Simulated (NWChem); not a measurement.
System: silicon monoxide (SiO, singlet); SMILES [Si]=O

Input file for NWChem:

```
start job
memory heap 200 mb stack 900 mb global 1100 mb
geometry units angstroms noautoz
  Si     0.000000     0.000000     0.548651
  O      0.000000     0.000000    -0.960088
end
basis spherical
  * library pcseg-2
end
dft
  xc xtpss03 ctpss03
  iterations 150
  mulliken
end
task dft energy
```

Output (shortened):

```
             Northwest Computational Chemistry Package (NWChem) 7.3.0
             --------------------------------------------------------

 ORDER OF PRIMARY AXIS IS BEING SET TO 4
 C4V symmetry detected

                             Geometry "geometry" -> ""
                             -------------------------

 Output coordinates in angstroms (scale by  1.889725989 to convert to a.u.)

  No.       Tag          Charge          X              Y              Z
 ---- ---------------- ---------- -------------- -------------- --------------
    1 Si                  14.0000     0.00000000     0.00000000     0.54863236
    2 O                    8.0000     0.00000000     0.00000000    -0.96010664

 Effective nuclear repulsion energy (a.u.)      39.2830382776

      Symmetry information
      --------------------

 Group name             C4v
 Group number             18
 Group order               8
 No. of unique centers     2

                                 NWChem DFT Module
                                 -----------------

 Summary of "ao basis" -> "ao basis" (spherical)
 ------------------------------------------------------------------------------
       Tag                 Description            Shells   Functions and Types
 ---------------- ------------------------------  ------  ---------------------
 Si                         pcseg-2                 12       34   5s4p2d1f
 O                          pcseg-2                 10       30   4s3p2d1f

      Symmetry analysis of basis
      --------------------------

        a1         22
        a2          0
        b1          6
        b2          6
        e          30

            General Information
            -------------------
          SCF calculation type: DFT
          Wavefunction type:  closed shell.
          No. of atoms     :     2
          No. of electrons :    22
           Alpha electrons :    11
            Beta electrons :    11
          Charge           :     0
          Spin multiplicity:     1
          Use of symmetry is: on ; symmetry adaption is: on
          Maximum number of iterations: 150
          AO basis - number of functions:    64
                     number of shells:    22
          Convergence on energy requested:  1.00D-06
          Convergence on density requested:  1.00D-05
          Convergence on gradient requested:  5.00D-04

              XC Information
              --------------
                  TPSS metaGGA Exchange Functional  1.000
             TPSS03 metaGGA Correlation Functional  1.000

             Grid Information
             ----------------
          Grid used for XC integration:  medium
          Radial quadrature: Mura-Knowles
          Angular quadrature: Lebedev.
          Tag              B.-S. Rad. Rad. Pts. Rad. Cut. Ang. Pts.
          ---              ---------- --------- --------- ---------
          Si                  1.10       88           7.0       590
          O                   0.60       49           8.0       434
          Grid pruning is: on
          Number of quadrature shells:   137
          Spatial weights used:  Erf1

      Superposition of Atomic Density Guess
      -------------------------------------

 Sum of atomic energies:        -363.61380424

      Non-variational initial energy
      ------------------------------

 Total energy =    -363.668547
 1-e energy   =    -581.664613
 2-e energy   =     178.713028
 HOMO         =      -0.353331
 LUMO         =      -0.032395

      Symmetry analysis of molecular orbitals - initial
      -------------------------------------------------

 !! scf_movecs_sym_adapt:   12 vectors were symmetry contaminated

  Symmetry fudging

 !! scf_movecs_sym_adapt:   10 vectors were symmetry contaminated

  Numbering of irreducible representations:

     1 a1          2 a2          3 b1          4 b2          5 e

  Orbital symmetries:

     1 a1          2 a1          3 a1          4 a1          5 e
     6 e           7 a1          8 a1          9 e          10 e
    11 a1         12 e          13 e          14 a1         15 e
    16 e          17 a1         18 a1         19 e          20 e
    21 a1

     ---------------------------------------------
      Total Density - Mulliken Population Analysis
     ---------------------------------------------

    Atom       Charge   Shell Charges
 -----------   ------   -------------------------------------------------------
    1 Si  14    12.79   2.00  0.47  1.51  0.95  1.03  5.91  0.30  0.42  0.06  0.01  0.11  0.02
    2 O    8     9.21   2.00  0.66  0.95  0.26  2.23  2.39  0.71  0.00  0.01  0.00

   convergence    iter        energy       DeltaE   RMS-Dens  Diis-err
 ---------------- ----- ----------------- --------- --------- ---------
 d= 0,ls=0.0,diis     1   -364.6328902428 -4.04D+02  4.40D-02  1.23D+00
 d= 0,ls=0.0,diis     2   -361.1407572038  3.49D+00  3.77D-02  2.10D+01
 d= 0,ls=0.0,diis     3   -364.7934025064 -3.65D+00  2.41D-03  2.31D-02
 d= 0,ls=0.0,diis     4   -364.7950311234 -1.63D-03  7.74D-04  3.79D-03
 d= 0,ls=0.0,diis     5   -364.7954485528 -4.17D-04  1.18D-04  2.92D-04
  Resetting Diis
 d= 0,ls=0.0,diis     6   -364.7954818579 -3.33D-05  2.83D-05  1.91D-05
 d= 0,ls=0.0,diis     7   -364.7954838946 -2.04D-06  1.84D-05  3.11D-07
 d= 0,ls=0.0,diis     8   -364.7954837737  1.21D-07  1.05D-05  1.39D-06
 d= 0,ls=0.0,diis     9   -364.7954839008 -1.27D-07  3.23D-06  3.28D-07

         Total DFT energy =     -364.795483900808
      One electron energy =     -583.294493308601
           Coulomb energy =      208.708392287599
    Exchange-Corr. energy =      -29.492421157444
 Nuclear repulsion energy =       39.283038277639

 Numeric. integr. density =       21.999996975535

                  Occupations of the irreducible representations
                  ----------------------------------------------

                     irrep           alpha         beta
                     --------     --------     --------
                     a1                7.0          7.0
                     a2                0.0          0.0
                     b1                0.0          0.0
                     b2                0.0          0.0
                     e                 4.0          4.0

                       DFT Final Molecular Orbital Analysis
                       ------------------------------------

 Vector    9  Occ=2.000000D+00  E=-3.004839D-01  Symmetry=e
              MO Center=  3.9D-15,  9.7D-16, -6.8D-01, r^2= 1.1D+00
   Bfn.  Coefficient  Atom+Function         Bfn.  Coefficient  Atom+Function
  ----- ------------  ---------------      ----- ------------  ---------------
    39      0.413580  2 O  px                42      0.349923  2 O  px
    12      0.220553  1 Si px                45      0.199034  2 O  px
    40      0.115407  2 O  py                 6     -0.114346  1 Si px
     9      0.106951  1 Si px                43      0.097644  2 O  py
    26      0.068095  1 Si d  1              13      0.061544  1 Si py

 Vector   10  Occ=2.000000D+00  E=-3.004839D-01  Symmetry=e
              MO Center=  2.1D-14, -7.4D-14, -6.8D-01, r^2= 1.1D+00
   Bfn.  Coefficient  Atom+Function         Bfn.  Coefficient  Atom+Function
  ----- ------------  ---------------      ----- ------------  ---------------
    40      0.413580  2 O  py                43      0.349923  2 O  py
    13      0.220553  1 Si py                46      0.199034  2 O  py
    39     -0.115407  2 O  px                 7     -0.114346  1 Si py
    10      0.106951  1 Si py                42     -0.097644  2 O  px
    24     -0.068095  1 Si d -1              12     -0.061544  1 Si px

 Vector   11  Occ=2.000000D+00  E=-2.774015D-01  Symmetry=a1
              MO Center= -3.4D-15, -7.0D-15,  6.0D-02, r^2= 2.3D+00
   Bfn.  Coefficient  Atom+Function         Bfn.  Coefficient  Atom+Function
  ----- ------------  ---------------      ----- ------------  ---------------
     5      0.448910  1 Si s                 41     -0.367075  2 O  pz
    14      0.307358  1 Si pz                44     -0.293858  2 O  pz
     4      0.209813  1 Si s                  8     -0.179291  1 Si pz
    11      0.165410  1 Si pz                 3     -0.158042  1 Si s
    47     -0.152317  2 O  pz                38      0.082736  2 O  s

 Vector   12  Occ=0.000000D+00  E=-1.005236D-01  Symmetry=e
              MO Center=  2.0D-15,  9.1D-15,  5.2D-01, r^2= 2.9D+00
   Bfn.  Coefficient  Atom+Function         Bfn.  Coefficient  Atom+Function
  ----- ------------  ---------------      ----- ------------  ---------------
    13      0.539126  1 Si py                16      0.449972  1 Si py
    46     -0.277391  2 O  py                40     -0.236629  2 O  py
    43     -0.190651  2 O  py                 7     -0.186125  1 Si py
    10      0.169512  1 Si py                12      0.143552  1 Si px
    15      0.119813  1 Si px                24      0.090812  1 Si d -1

 Vector   13  Occ=0.000000D+00  E=-1.005236D-01  Symmetry=e
              MO Center=  1.3D-15,  1.7D-16,  5.2D-01, r^2= 2.9D+00
   Bfn.  Coefficient  Atom+Function         Bfn.  Coefficient  Atom+Function
  ----- ------------  ---------------      ----- ------------  ---------------
    12      0.539126  1 Si px                15      0.449972  1 Si px
    45     -0.277391  2 O  px                39     -0.236629  2 O  px
    42     -0.190651  2 O  px                 6     -0.186125  1 Si px
     9      0.169512  1 Si px                13     -0.143552  1 Si py
    16     -0.119813  1 Si py                26     -0.090812  1 Si d  1

 Vector   14  Occ=0.000000D+00  E= 5.019788D-03  Symmetry=a1
              MO Center= -1.1D-14,  3.3D-14,  5.3D-01, r^2= 5.1D+00
   Bfn.  Coefficient  Atom+Function         Bfn.  Coefficient  Atom+Function
  ----- ------------  ---------------      ----- ------------  ---------------
    17      1.000129  1 Si pz                38      0.992248  2 O  s
     5     -0.872289  1 Si s                 14      0.470304  1 Si pz
    47      0.201641  2 O  pz                44      0.148285  2 O  pz
    25      0.142341  1 Si d  0              36      0.129194  2 O  s
    41      0.108141  2 O  pz                 3      0.084074  1 Si s

     ---------------------------------------------
      Total Density - Mulliken Population Analysis
     ---------------------------------------------

    Atom       Charge   Shell Charges
 -----------   ------   -------------------------------------------------------
    1 Si  14    13.42   2.01  0.46  1.51  0.98  0.86  5.90  0.49  0.91  0.12  0.01  0.14  0.02
    2 O    8     8.58   2.00  0.64  0.90  0.34  1.95  1.93  0.79  0.00  0.02  0.00

     -------------------------------------------
      Total Density - Lowdin Population Analysis
     -------------------------------------------

    Atom       Charge   Shell Charges
 -----------   ------   -------------------------------------------------------
    1 Si  14    13.48   1.99  0.81  1.15  0.75  0.83  5.69  0.75  0.92  0.28  0.01  0.23  0.07
    2 O    8     8.52   1.99  0.63  0.66  0.41  1.82  1.95  1.01  0.00  0.03  0.00

     Multipole analysis of the density
     ---------------------------------

     L   x y z        total         alpha         beta         nuclear
     -   - - -        -----         -----         ----         -------
     0   0 0 0     -0.000000    -11.000000    -11.000000     22.000000

     1   1 0 0      0.000000      0.000000      0.000000      0.000000
     1   0 1 0     -0.000000     -0.000000     -0.000000      0.000000
     1   0 0 1      1.109121      0.554561      0.554561     -0.000000

     2   2 0 0    -12.110329     -6.055165     -6.055165      0.000000
     2   1 1 0      0.000000      0.000000      0.000000      0.000000
     2   1 0 1      0.000000      0.000000      0.000000      0.000000
     2   0 2 0    -12.110329     -6.055165     -6.055165      0.000000
     2   0 1 1     -0.000000     -0.000000     -0.000000      0.000000
     2   0 0 2    -15.253759    -28.318345    -28.318345     41.382931
```

Level: TPSS/pcseg-2. Low-valent species are run as closed-shell singlets; no triplet was tried in these runs. Geometry: optimised at PBE0-D3(BJ)/def2-TZVP.
